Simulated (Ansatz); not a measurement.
Input for Ansatz (development build ahead of 0.2.0):

```yaml
crystal:
  periodic: [false, false, false]
  atoms:
    - { symbol: H, position_ang: [-0.629, -0.629, 0.629] }
    - { symbol: C, position_ang: [0.0, 0.0, 0.0] }
    - { symbol: H, position_ang: [0.629, 0.629, 0.629] }
    - { symbol: H, position_ang: [0.629, -0.629, -0.629] }
    - { symbol: H, position_ang: [-0.629, 0.629, -0.629] }
basis:
  gaussian: { orbitals: def2-SVP }
hamiltonian:
  xc: hf
output:
  forces: true
```

The input is written out in the form of the current development build from the run's settings.

Output:

```yaml
Converged: yes
Total_energy: -40.16918 hartree
```

Forces (eV/Å):
```json
{"atom": "H1", "Fx": "-0.006", "Fy": "-0.006", "Fz": "0.006"}
{"atom": "C2", "Fx": "0.000", "Fy": "0.000", "Fz": "0.000"}
{"atom": "H3", "Fx": "0.006", "Fy": "0.006", "Fz": "0.006"}
{"atom": "H4", "Fx": "0.006", "Fy": "-0.006", "Fz": "-0.006"}
{"atom": "H5", "Fx": "-0.006", "Fy": "0.006", "Fz": "-0.006"}
```
